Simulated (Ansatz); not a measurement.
Species: C₂H₂F, net charge 0, doublet state. SMILES: [C](F)=C
Coordinates optimised at B3LYP-D3(BJ)/def2-TZVP (Ansatz, a quantum-chemistry and plane-wave program):
```xyz
5

C     -0.0030     0.4279    -0.0061
C      1.2000    -0.0902     0.0004
F     -1.1765    -0.1568     0.0031
H      1.3403    -1.1676     0.0158
H      2.0667     0.5527    -0.0094
```
Charge 0, spin multiplicity 2.

Wanted: size of the dipole moment, in D. Set-up: no dispersion term unless named; non-relativistic; six Cartesian d functions in 6-31G* and its kin unless marked 5d; UHF or UKS for open shells; 6-311+G** with 5d; spin-orbit terms left out; LANL2DZ all-electron up to Ne. First-principles rows: single points at B3LYP-D3(BJ) geometries (Ansatz).

```
level            program  size of the dipole moment (D)
---------------  -------  -----------------------------
B3LYP/STO-3G      Ansatz                           0.34
B3LYP/3-21G       Ansatz                           0.91
B3LYP/LANL2DZ     Ansatz                           1.41
B3LYP/6-31G       Ansatz                           1.19
B3LYP/6-31G*      Ansatz                           0.85
B3LYP/6-31+G*     Ansatz                           1.13
B3LYP/6-31G**     Ansatz                           0.84
B3LYP/def2-SVP    Ansatz                           0.92
B3LYP/cc-pVDZ     Ansatz                           0.86
B3LYP/6-311+G**   Ansatz                           1.17
```

No value to compare with is used here. The 10 habitual levels span 0.34 (B3LYP/STO-3G) to 1.41 D (B3LYP/LANL2DZ).

The sets are all those run for this method; runs whose electronic state is in doubt are left out.
